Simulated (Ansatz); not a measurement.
## [H···H···Si], triplet: reading a ladder of total energies

Geometry: a point of a hydrogen-transfer path between rigid fragments, not a stationary point.

```yaml
atoms:
  - { symbol: H, position_ang: [0.0000, 0.0000, -1.1760] }
  - { symbol: H, position_ang: [0.0000, 0.0000, -0.1550] }
  - { symbol: Si, position_ang: [0.0000, 0.0000, 1.3310] }
```

Basis cc-pVDZ; Ansatz 0.2.0. Correlated methods freeze the noble-gas cores, which leaves 6 electrons in 23 orbitals. R marks a restricted (for open shells ROHF) determinant.

Full CI is exact within this basis and frozen core; it isn't the basis-set limit.

Runs differ by some tens of microhartree through their thresholds and, for an open shell, their frozen cores, so steps under 0.03 kcal/mol mean nothing.

| level | total energy (hartree) |
| --- | --- |
| RHF | -289.898152 |
| RMP2 | -289.989818 |
| RCCSD | -290.019379 |
| RCCSD(T) | -290.022467 |
| RCCSDT | -290.023410 |
| RCCSDT(Q) | -290.023534 |
| full CI | -290.023560 |

**Question.** What is the correlation energy at full CI, and what share of it do RMP2 and RCCSD recover?

**Answer.** E(corr) = -290.023560 − (-289.898152) = -0.125408 hartree = -3.413 eV. RMP2: -0.091666 / -0.125408 = 73.09 %. RCCSD: -0.121227 / -0.125408 = 96.67 %.

**Question.** By how many kcal/mol does RCCSD(T) miss full CI (1 hartree = 627.509 kcal/mol), and which steps make up the rest?

**Answer.** -290.022467 − (-290.023560) = 0.001093 hartree = 0.69 kcal/mol. Steps: RCCSDT − RCCSD(T) = -0.59, RCCSDT(Q) − RCCSDT = -0.08, full CI − RCCSDT(Q) = -0.02 kcal/mol. That is within 1 kcal/mol of the reference in this basis, which itself misses far more of the correlation at the basis-set limit.
